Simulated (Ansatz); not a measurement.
A run of Ansatz (development build ahead of 0.2.0) on triplet SiH(-) at this shape:

```csv
atom,x (Å),y (Å),z (Å)
Si,0.0000,0.0000,-0.7871
H,0.0000,0.0000,0.7871
```

Its results:

```
Converged                                                          : yes
Reference energy                                                   : -289.34813 hartree
Correlation energy                                                 : -0.06914 hartree
Total energy                                                       : -289.41728 hartree
Spin squared of the determinant                                    : 2.030
Stability test                                                     : minimum
Occupied orbitals by symmetry in an Abelian subgroup (alpha; beta) : 5 A1 2 B1 2 B2; 5 A1 1 B1 1 B2
```

Messages of the program:
```
mean field -7873.56375763 eV, -289.3481311997 hartree, gradient 5.1e-6 eV, S^2 2.029493; 0 other ends of a descent, 0 dependent functions left out
```

Problem. Which input gives this output? Name the method, the orbitals and the basis set, and write the input.

Solution. UHF-MP2 in def2-SVP.

```yaml
crystal:
  periodic: [false, false, false]
  atoms:
    - { symbol: Si, position_ang: [0.0, 0.0, -0.78713] }
    - { symbol: H, position_ang: [0.0, 0.0, 0.78713] }
basis:
  gaussian: { orbitals: def2-SVP }
total_charge: -1
magnetization:
  spin_polarized: true
  initial_magnetization: 2
hamiltonian:
  xc: hf
correlation:
  method: mp2
  frozen_orbitals: { H: 0, Si: 5 }
```

Caution: no diffuse functions for an anion.
